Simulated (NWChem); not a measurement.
# pyrrole (C$_{4}$H$_{5}$N); SMILES c1[nH]ccc1

Computed with NWChem. Coordinates come from a PBE0/def2-SVP optimisation. Level: PBE0/def2-SVP with SMD, gas-phase geometry; reactions with the solvents are ignored.

```csv
SMD term (kcal/mol),water,toluene
distortion of the solute's density,1.37,0.39
polarisation,-8.67,-4.36
"cavity, dispersion and structure",3.25,-2.16
```

Sum the solvation free energies, find the transfer free energy from water to toluene and the partition coefficient at 298.15 K.


1. ΔG(solv, water) = -4.05 kcal/mol and ΔG(solv, toluene) = -6.13 kcal/mol (1 M gas to 1 M solution).
2. Transfer: -6.13 − (-4.05) = -2.08 kcal/mol.
3. log₁₀ K(toluene/water) = −ΔG/(RT ln 10) = 2.08/1.364 = 1.5, so the model puts more of the solute in toluene.
4. Of the transfer energy, 3.33 kcal/mol is electrostatic and -5.41 comes from the non-electrostatic term. The two phases are taken as the pure solvents.
